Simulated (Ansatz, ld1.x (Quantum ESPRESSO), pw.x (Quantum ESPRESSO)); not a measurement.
**Equation-of-state test of one RRKJ potential (W)**

* Element: W
* Generator: ld1.x (Quantum ESPRESSO) 7.5
* Type: norm-conserving RRKJ (Kleinman–Bylander form)
* Functional: PBEsol
* Relativity: scalar-relativistic
* Frozen core: [Kr] 4d10 4f14 5s2
* Valence charge: 12
* Reference configuration: 5p6 5d4 6s2 6p0
* Partial waves: 6s (bound): rc 2.55 bohr; 5p (bound): rc 1.80 bohr; 5d (bound): rc 1.65 bohr
* Local potential: all-electron potential smoothed inside 2.45 bohr (lloc = -1)
* Core correction: none
* rho0: 0.001

Atomic tests: cutoffs needed: 50 Ry and 70 Ry (the cutoffs (Ry, on a coarse ladder) from which the occupation-weighted sum of valence levels, in a spherical-Bessel basis at the reference potential, stays within 10 and 1 mRy of its value at 400 Ry); ghost test: ghost state, extra bound levels that the all-electron valence spectrum of the same l lacks: s at -2.34 eV; a true bound ghost makes a file unfit for plane-wave use (spherical-Bessel basis up to 400 Ry, 20 bohr box); configuration tests: 2 of 7 tests not solved or not reliable.

Crystal test: diamond W in pw.x 7.5, no spin, 8³ k-points, Fermi–Dirac smearing 0.01 Ry, cutoffs 85/340 Ry. The reference is all-electron LAPW (Ansatz 0.2.0) with the same functional, mesh and smearing; V0 and B0 come from Birch–Murnaghan fits to the pressures at five volumes. Errors are pseudo minus all-electron; Δ is the rms difference of the E(V) curves that follow from these fits, minima aligned, over ±6 % about the mean V0. Mesh and smearing are coarse, so the numbers serve the comparison and aren't converged zero-temperature values; the lattice is a test structure that the element need not adopt.

```
V (Å³/atom)  P all-electron (GPa)  P pseudo (GPa)
     22.719                  7.14            8.85
     23.317                  3.29            4.90
     23.915                 -0.12            1.39
     24.513                 -3.15           -1.72
     25.111                 -5.84           -4.48
```

All-electron: a0 = 5.760 Å (V0 = 23.89 Å³/atom), B0 = 129.0 GPa.

Pseudopotential: mean pressure error (GPa): +1.53; a0 (Å): 5.783; a0 error (%): +0.39; B0 error (%): -1.8; Δ (meV/atom): 7.9. The largest radius (2.55 bohr) exceeds half the bond length (2.36 bohr), so the spheres overlap, which is one possible source of error among others. Note: ghost state, extra bound levels that the all-electron valence spectrum of the same l lacks: s at -2.34 eV. A true bound ghost makes a file unfit for plane-wave use. Atomic configuration tests: 2 of 7 tests not solved or not reliable.

At the middle volume, how do free energy and pressure move when the wave cutoff is lowered (ecutrho kept at four times it)?

```tsv
cutoff (Ry)	shift of F (meV/atom)	shift of P (GPa)
38	+256.6	-3.21
51	+71.1	-1.81
68	+2.8	-0.19
```

Input at the middle volume:

```
&control
  calculation='scf', prefix='x', pseudo_dir='./', outdir='./tmp', tstress=.true., disk_io='none'
/
&system
  ibrav=0, nat=2, ntyp=1, ecutwfc=85, ecutrho=340, nbnd=21,
  occupations='smearing', smearing='fd', degauss=0.01
/
&electrons
  conv_thr=1e-09, mixing_beta=0.4, electron_maxstep=70
/
ATOMIC_SPECIES
W 1.0 W.UPF
CELL_PARAMETERS angstrom
  0.00000000 2.88108980 2.88108980
  2.88108980 0.00000000 2.88108980
  2.88108980 2.88108980 0.00000000
ATOMIC_POSITIONS crystal
W 0.0000 0.0000 0.0000
W 0.2500 0.2500 0.2500
K_POINTS automatic
8 8 8 0 0 0
```

```bash
pw.x < W.scf.in > W.scf.out
```

Lines of the output:

```
Message from routine setup:
     using ibrav=0 with symmetry is DISCOURAGED, use correct ibrav instead
     lattice parameter (alat)  =       7.6996  a.u.
     unit-cell volume          =     322.7728 (a.u.)^3
     number of electrons       =        24.00
     number of Kohn-Sham states=           21
     kinetic-energy cutoff     =      85.0000  Ry
     charge density cutoff     =     340.0000  Ry
     scf convergence threshold =      1.0E-09
     Exchange-correlation= PBESOL
     number of k points=    29  Fermi-Dirac smearing, width (Ry)=  0.0100
     iteration #  1     ecut=    85.00 Ry     beta= 0.40
     total energy              =    -184.10443795 Ry
     estimated scf accuracy    <       0.05880320 Ry
     iteration #  2     ecut=    85.00 Ry     beta= 0.40
     total energy              =    -184.10327630 Ry
     estimated scf accuracy    <       0.01247159 Ry
     iteration #  3     ecut=    85.00 Ry     beta= 0.40
     total energy              =    -184.10377686 Ry
     estimated scf accuracy    <       0.00082413 Ry
     iteration #  4     ecut=    85.00 Ry     beta= 0.40
     total energy              =    -184.10384662 Ry
     estimated scf accuracy    <       0.00002350 Ry
     iteration #  5     ecut=    85.00 Ry     beta= 0.40
     total energy              =    -184.10384806 Ry
     estimated scf accuracy    <       0.00000613 Ry
     iteration #  6     ecut=    85.00 Ry     beta= 0.40
     total energy              =    -184.10384914 Ry
     estimated scf accuracy    <       0.00000001 Ry
     iteration #  7     ecut=    85.00 Ry     beta= 0.40
     total energy              =    -184.10384915 Ry
     estimated scf accuracy    <       0.00000003 Ry
     iteration #  8     ecut=    85.00 Ry     beta= 0.40
     the Fermi energy is    12.0056 ev
!    total energy              =    -184.10384915 Ry
     estimated scf accuracy    <          4.2E-11 Ry
     smearing contrib. (-TS)   =      -0.01193845 Ry
     The total energy is F=E-TS. E is the sum of the following terms:
     one-electron contribution =     -53.66484190 Ry
     hartree contribution      =      35.37654273 Ry
     xc contribution           =     -23.32898608 Ry
     ewald contribution        =    -142.47462544 Ry
     convergence has been achieved in   8 iterations
          total   stress  (Ry/bohr**3)                   (kbar)     P=       13.94
     Message from routine punch:
     Nothing written, as per user request (disk_io='none')
```

The run at the middle volume (29 k-points, 8 iterations) took about 39 s on one core of a shared host (Neoverse-V1, 64 threads, 495 GiB, load 21).
